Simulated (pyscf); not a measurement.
One elimination on the singlet surface with elements of a group swapped. ωB97M-D3(BJ)/def2-TZVP, kcal/mol, from the reactant's lowest minimum found. Structures and frequencies: ωB97X-D3(BJ)/def2-SVP in PySCF.

```json
[
 {"step": "O=W(OH)(OH)(F)–F -> O=W(=O)(F)–F + H₂O", "barrier": "___", "reaction energy": "___", "imaginary mode (i cm⁻¹)": "1561"},
 {"step": "O=Mo(OH)(OH)(F)–F → O=Mo(=O)(F)–F + H₂O", "barrier": "21.9", "reaction energy": "+4.6", "imaginary mode (i cm⁻¹)": "1495"},
 {"step": "O=W(OH)(OH)(Cl)–Cl → O=W(=O)(Cl)–Cl + H₂O", "barrier": "23.9", "reaction energy": "+10.7", "imaginary mode (i cm⁻¹)": "1575"}
]
```

Task: Fill in the missing entries.

Result: 
- O=W(OH)(OH)(F)–F -> O=W(=O)(F)–F + H₂O, barrier: 26.9
- O=W(OH)(OH)(F)–F -> O=W(=O)(F)–F + H₂O, reaction energy: +18.6

Row 1: On the product side the descent ends in an adduct with a O–W contact (not fully relaxed), 17.4 kcal/mol under the separated species and 23.7 kcal/mol under the saddle at ωB97X-D3(BJ)/def2-TZVP. Row 2: On the product side the descent ends in an adduct with a Mo–O contact (not fully relaxed), 14.0 kcal/mol under the separated species and 29.9 kcal/mol under the saddle at ωB97X-D3(BJ)/def2-TZVP. Row 3: On the reactant side the descent ends in a point that may be a rotor saddle (no frequency run), 1.8 kcal/mol over the lowest minimum found and 22.3 kcal/mol under the saddle at ωB97X-D3(BJ)/def2-TZVP. On the product side the descent ends in an adduct with a O–W contact, 12.3 kcal/mol under the separated species and 23.5 kcal/mol under the saddle at ωB97X-D3(BJ)/def2-TZVP. Each row is the saddle that its search found. Elements past Kr carry the def2 core potentials, without spin-orbit coupling.
